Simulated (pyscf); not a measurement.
H₂C=CH–Br (SMILES C=CBr) → HC≡CH (SMILES C#C) + HBr (SMILES Br) (elimination; singlet surface; C–H, Br–C broken, Br–H formed). Optimised with ωB97X-D3(BJ)/def2-SVP in PySCF. Correlated levels are frozen-core, on RHF or UHF. ΔMP2 is the change of the MP2 total energy from the triple- to the quadruple-zeta basis. Energies in kcal/mol from the reactant's lowest minimum found.

```tsv
level	barrier	reaction energy
ωB97X-D3(BJ)/def2-TZVP	78.4	+37.9
r²SCAN/def2-TZVP	70.8	+37.6
PBE0-D3(BJ)/def2-TZVP	74.4	+39.9
HF/def2-TZVP	81.4	+28.9
MP2/def2-QZVPP	78.8	+32.3
CCSD(T)/def2-TZVPP	77.4	+32.4
CCSD(T)/def2-TZVPP + ΔMP2(QZVPP)	76.3	+32.4
```

One saddle was located; it need not be the lowest between these sides. The CCSD(T) − MP2 part came from Ansatz, without density fitting, on the same reference. The frozen core leaves the outer d or s,p core shells of the metals and heavy elements correlated in the MP2 and CC values, and def2-TZVPP describes them poorly, which can shift differences by a few kcal/mol. Elements up to Kr have no core potential and no relativistic terms here.
